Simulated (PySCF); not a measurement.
Molecule: `C/N=C/CC#N`, C$_{4}$H$_{6}$N$_{2}$.

Atoms are numbered as in `[CH3:1]/[N:2]=[CH:3]/[CH2:4][C:5]#[N:6]` (H(Xn): hydrogen on atom n).

Geometry PBE0-D3(BJ)/def2-SVP throughout; GIAO in PySCF, gas phase, one conformer, non-relativistic; equivalent atoms averaged; functional PBE0.

For orientation, pcSseg-0 gives these shifts δ (against TMS, NH3 at the same level): C3 166.2, C5 132.0, C1 54.6, C4 31.4, N2 412.5, N6 317.5, H(C3) 7.60, H(C1) 3.96, H(C4) 3.29 ppm.

A run gave: C3 154.2, C5 113.6, C1 47.6, C4 26.5, N2 355.9, N6 277.1, H(C3) 7.91, H(C1) 3.55, H(C4) 3.22 ppm (shifts δ (against TMS, NH3 at the same level)).

**Question.** Which basis set was used in that run?
A. IGLO-III
B. aug-cc-pVDZ
C. def2-SVP
D. def2-TZVP

**Answer.** B. C5 tells them apart best: aug-cc-pVDZ gives 113.6, def2-SVP gives 110.2, def2-TZVP gives 119.7, IGLO-III gives 122.0 ppm.
